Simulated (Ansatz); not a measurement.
**BSiH (triplet): the correlation ladder, def2-TZVPP**

An exercise on one series of results from a longer session: the logs are not shown, and one member is left open.

Program: Ansatz 0.2.0, Gaussian basis. Level of theory: def2-TZVPP, core rule «outside noble gas», up to 6 orbitals frozen. These are calculated values, not measurements.

To be run: UHF; ROHF; CCSD(T) on UHF.

2 further runs of the same task are left out: 2 set aside as unsound or not needed.

## The geometry

The geometry is a PBE0/def2-TZVP stationary point (not a proven minimum) of the parent state, kept for this charge and spin.

3 atoms, charge 0, spin multiplicity 3.

Atoms are counted from 1 here; the program's logs count them from 0.

Bond lengths: Si1–B2 2.039 Å, Si1–H3 1.516 Å. Angles: B2–Si1–H3 180.0°.

Set-up of the first run:

Contents of in.yaml:

```yaml
crystal:
  periodic: [false, false, false]
  atoms:
    - {symbol: Si, position_ang: [0.000000, 0.000000, 0.174230]}
    - {symbol: B, position_ang: [0.000000, 0.000000, -1.864326]}
    - {symbol: H, position_ang: [0.000000, 0.000000, 1.690095]}
basis:
  gaussian: {orbitals: def2-TZVPP}
magnetization: {spin_polarized: true, initial_magnetization: 2}
hamiltonian: {xc: hf}
output: {orbitals: {seedname: orbitals}}
```

Run with:

```
$ ansatz run in.yaml --threads 1 --pin off --events-out ev --progress --plain --max-ram 4096MiB --backend cpu
```

Steps of the session up to this table: UHF; ROHF; CCSD(T) on UHF.

One table of the session follows, with a row left open; its other results are not shown here.

It belongs to the step «Misses and costs». 

| method | from UCCSD(T) (kcal/mol) |
| --- | --- |
| ROHF | +135.14 |
| UHF | ? |
| UMP2 | +33.54 |
| UCCSD | +7.17 |
| UCCSD(T) | 0 |

Q: Estimate the row for UHF from the others.

As computed: from UCCSD(T) (kcal/mol): +127.20. In the column «from UCCSD(T) (kcal/mol)» it lies between UMP2 (+33.54) and ROHF (+135.14).

Limits of these values: Warnings: spin contamination; coupled cluster took another determinant than the lowest.
